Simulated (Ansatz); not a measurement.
Two isomers of C3H4F2O: A = `CC(F)(F)C=O`, B = `FC(F)C1CO1`.

Isolated molecules relaxed with PBE0-D4/def2-TZVP in Ansatz; ΔE leaves out vibrations. CCSD(T)/CBS is the MP2 limit (def2-TZVPP, def2-QZVPP) plus CCSD(T) − MP2 in def2-TZVPP, frozen cores. DFT in def2-TZVPP. B3LYP here is the variant with VWN-RPA as its local correlation; programs differ in this. Each species was taken in one conformer, which may not be the lowest.

(1) Which is lower in electronic energy at CCSD(T)/CBS, and by how much? (Best estimate.)

(2) Give E(B) − E(A) in kcal/mol with B3LYP-D4, PBE-D4, r2SCAN-D4, MP2/def2-TZVPP, B2PLYP, CCSD(T)/def2-TZVPP, HF/def2-TZVPP. (Estimate.)

Largest T1 diagnostic: 0.013.

Results:

(1) Ansatz gave: A, by 24.2 kcal/mol.

(2) Ansatz gave: B3LYP-D4 25.4, PBE-D4 22.0, r2SCAN-D4 23.2, MP2/def2-TZVPP 23.0, B2PLYP 25.0, CCSD(T)/def2-TZVPP 24.3, HF/def2-TZVPP 27.3. None reverses the order clearly.

From PBE to PBE0 (25 % exact exchange), in def2-TZVPP and without D4, E(B) − E(A) moves by −0.8 kcal/mol. In def2-TZVPP, CCSD(T) changes the Hartree–Fock value by −3.0 kcal/mol (the triples alone add +0.1 kcal/mol) and MP2 by −4.3 kcal/mol.
